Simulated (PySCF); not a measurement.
# CH3F2−, a complex of two parts: interaction energy

An exercise on one series of results from a longer session: the logs are not shown, and one member is left open.

Computed with PySCF 2.14.0; each step states its level. No surroundings beyond the atoms listed, unless a continuum is named. Atoms count from 0, parts from 1.

### Starting point

6 atoms, charge -1, multiplicity 1; geometry: GFN2-xTB. Parts: 1 = atoms 0–4, `CF`, charge 0; 2 = atom 5, `[F-]`, charge -1.

Set-up of the first run:

The job: settings as JSON, then the geometry in Å.

```
{"job": {"xc": "PBE0", "basis": "def2-SVPD", "d3": "d3bj", "grid": 2, "kind": "geom", "shake": 0.01}, "charge": -1, "multiplicity": 1, "parts": [{"atoms": "0-4", "charge": 0, "multiplicity": 1}, {"atoms": "5-5", "charge": -1, "multiplicity": 1}]}
C     -0.061224     0.034339    -0.050081
F      1.280449    -0.093995     0.121999
H     -0.547159     0.122763     0.931219
H     -0.401681    -0.832261    -0.573605
H     -0.317490     0.971712    -0.663113
F     -1.090602     2.225655    -1.487438
```

Started as:

```sh
$ OMP_NUM_THREADS=1 python cluster_run.py task.json out
```

The driver reads the jobs from task.json and runs them one after another.

Steps of the session up to this table: Geometry optimisation at PBE0-D3(BJ)/def2-SVPD; Coupled-cluster interaction energy: CCSD(T) and MP2.

One table of the session follows, with a row left open; its other results are not shown here.

It belongs to the step «Coupled-cluster interaction energy: CCSD(T) and MP2». 

| method | interaction energy (kcal/mol) |
| --- | --- |
| HF/aug-cc-pVDZ | -12.80 |
| MP2/aug-cc-pVDZ | ? |
| CCSD/aug-cc-pVDZ | -13.17 |
| CCSD(T)/aug-cc-pVDZ | -13.34 |
| HF/aug-cc-pVTZ | -12.81 |
| MP2/aug-cc-pVTZ | -13.93 |
| SCS-MP2/aug-cc-pVTZ | -13.13 |
| MP2, extrapolated | -14.30 |
| CCSD(T), limit estimate | -14.59 |

**Question.** Estimate the row for MP2/aug-cc-pVDZ.

The run gave: interaction energy (kcal/mol): -13.04. In the column «interaction energy (kcal/mol)» it lies between SCS-MP2/aug-cc-pVTZ (-13.13) and HF/aug-cc-pVTZ (-12.81).

Limits of these values: The interaction energy leaves out the deformation of the parts, 1.31 kcal/mol (MP2); added to the CCSD(T) estimate it gives a binding of about -13.28 kcal/mol.
